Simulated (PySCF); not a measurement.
**From a raw peak list to a structure**

Formula C4H4FN. The spectrum was simulated from the full spin Hamiltonian at 600 MHz with 0.6 Hz Lorentzian lines, from shifts rounded to 0.01 ppm and J to 0.1 Hz, couplings under 1 Hz left out. Exchangeable protons (1H) are left uncoupled and out of the list.

```csv
region,integral (H),ppm,Hz,height
1,1,6.200,3720.2,37
1,,6.193,3716.1,87
1,,6.187,3712.3,89
1,,6.180,3708.1,49
2,1,6.145,3686.8,97
2,,6.142,3685.1,100
2,,6.138,3682.7,76
2,,6.135,3681.0,75
3,1,5.618,3371.0,44
3,,5.615,3369.2,45
3,,5.612,3367.0,62
3,,5.611,3366.7,63
3,,5.609,3365.2,64
3,,5.605,3362.8,44
3,,5.602,3361.1,43
```

$^{13}$C{$^{1}$H} NMR (computed): δ 156.5 (C, d, J = 323.0 Hz), 113.7 (CH, d, J = 1.8 Hz), 109.2 (CH), 90.6 (CH, d, J = 7.2 Hz).

Method: B3LYP/pcJ-1 coupling constants (spin–dipole term only in couplings to heteroatoms), geometry from PBE0-D3(BJ)/def2-SVP, σ from GIAO-PBE/pcSseg-2, in PySCF (non-relativistic Hamiltonian, a single conformation, in vacuum).

Scale: $^{1}$H (31.18 ppm) and $^{13}$C (179.39 ppm) vs TMS (reference shieldings calculated alike).

Problem. Analyse the multiplets.

Solution. $^{1}$H NMR (600 MHz, computed): δ 7.26 (br s, 1H), 6.19 (td, J = 4.2, 3.7 Hz, 1H), 6.14 (dd, J = 4.1, 1.7 Hz, 1H), 5.61 (ddd, J = 4.3, 3.9, 1.7 Hz, 1H). These are first-order names from the parameters used; overlap and second-order distortion can hide them in the list.

Problem. What is the compound?

Solution. SMILES Fc1ccc[nH]1.

Structure with atom numbers: `[F:1][c:2]1[cH:3][cH:4][cH:5][nH:6]1` (H(Xn): hydrogen on atom n).

- δ 7.26: H(N6), hydrogen on a pyrrole-type ring nitrogen.
- δ 6.19: H(C4), hydrogen on an aromatic CH, coupled to H(C3) and H(C5) (4.2 Hz), F1 (3.7 Hz).
- δ 6.14: H(C5), hydrogen on an aromatic CH next to a ring nitrogen, coupled to H(C4) (4.1 Hz), H(C3) (1.7 Hz).
- δ 5.61: H(C3), hydrogen on an aromatic CH, coupled to H(C4) (4.3 Hz), F1 (3.9 Hz), H(C5) (1.7 Hz).

This is the structure that produced the data.

OH and NH positions are those of a molecule without intermolecular hydrogen bonds; in solution they move with solvent, concentration and temperature, and exchange usually removes their couplings. Common functionals overestimate the size of one-bond C–F couplings by tens of Hz; these are unscaled. Multiplet labels drop couplings under 1 Hz and merge nearly equal ones. Unscaled 3J(H,H) at this level run about 10 % above measured values. Shifts are as computed, not scaled to solution data. Of 1211 compounds with measured shifts, 218 miss one by over three times the rms of a fit or turn the order of signals round; such compounds aren't used in these exercises. Couplings to exchangeable protons are dropped.
